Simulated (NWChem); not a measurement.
System: phosphine (PH$_{3}$); SMILES P

Program: NWChem. All runs use the structure optimised with PBE0/def2-SVP. Level: PBE0/def2-SVP with SMD (1 M gas to 1 M solution), gas-phase geometry. Reactions with the solvent are ignored.

Q: What does the run give for solvent water? Quantities: solvation free energy (kcal/mol); cavity-dispersion-structure term (kcal/mol); dipole in solution (D).

A: 
```
Property                                     Value
-------------------------------------------  -----
solvation free energy (kcal/mol)               0.8
cavity-dispersion-structure term (kcal/mol)    2.2
dipole in solution (D)                        1.26
```
